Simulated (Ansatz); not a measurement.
1T (CdI2-type) CdI2, treated with PBEsol in Ansatz (PAW).

**Question.** Give the computed interlayer binding energy, layer repeat distance and gap between the layers.

**Answer.** 
* **interlayer binding energy**: 2.0 meV/Å²
* **layer repeat distance**: 6.974 Å
* **gap between the layers**: 3.567 Å

Note: the cell comes from a level without a dispersion term, which matters for the spacing of layers, chains or molecules; the cell has widely spaced layers and the level no dispersion term, so their spacing and the moduli can rest on weak binding.

Spin–orbit coupling is not included.

Ansatz is a first-principles code.
